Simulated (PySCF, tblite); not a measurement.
Task: Give a GFN2-xTB geometry of `O=C(OC)C`.

Result: 
```
atom  x, y, z in Å
C1     1.853    0.015    0.009
O2     0.531    0.456   -0.267
C3    -0.463   -0.333    0.163
C4    -1.804    0.263   -0.174
O5    -0.285   -1.369    0.743
H6     1.976   -1.025   -0.299
H7     2.063    0.092    1.078
H8     2.516    0.666   -0.555
H9    -1.741    0.825   -1.100
H10   -2.096    0.940    0.626
H11   -2.545   -0.527   -0.249
```

Orientation and origin are arbitrary. Atoms count from 1 in this order. The 5 heavy atoms lie in one plane (0.005 Å rms). Of the pairs four or more bonds apart, O5···H6 is among the closest relative to their van der Waals radii: 2.51 Å, 92 % of the sum of Bondi's values. The 3 C–O bonds span 1.201 Å (C3=O5, drawn double) to 1.421 Å (C1–O2, drawn single), a spread of 0.220 Å.

Bonds between heavy atoms (Å): C1–O2 1.421, O2–C3 1.340, C3–C4 1.505, C3=O5 1.201.

The geometry is computed with GFN2-xTB (gas phase).

Its GFN2-xTB frequencies are all real (lowest 26 cm⁻¹). One conformer, not necessarily the lowest (C1–O2–C3–C4 179°).
